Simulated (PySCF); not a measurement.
Isomers of C4H3N.

All values: wB97X-D/def2-SVPD (PySCF) at GFN2-xTB geometries, gas phase, one conformer each. Core orbitals are frozen in the response; Δα² is half the sum of the squared differences of the principal polarisabilities.

Task: Rank by mean static polarisability, lowest first.
A. `C#C[C@@H]1C=N1`
B. `N#CC1C=C1`
C. `CC#CC#N`

Result: B (6.87 Å³), A (7.25 Å³), C (8.06 Å³).

Task: Rank by HOMO energy, highest first.
A. `CC#CC#N`
B. `[C@@H]1(C#C)C=N1`
C. `C(C#N)=C=C`
D. `C#CCC#N`

Result: B (-9.21 eV), C (-10.06 eV), A (-10.20 eV), D (-10.48 eV).

All values together:

```
        SMILES  μ (D)  HOMO (eV)  LUMO (eV)  α (Å³)  Δα (Å³)
C#C[C@@H]1C=N1   2.27      -9.21       0.88    7.25     4.24
      C=C=CC#N   4.50     -10.06       0.35    8.09     7.16
       C#CCC#N   3.72     -10.48       1.80    7.04     3.62
       CC#CC#N   5.37     -10.20       0.66    8.06     8.72
     N#CC1C=C1   4.58     -10.47       0.93    6.87     2.89
```
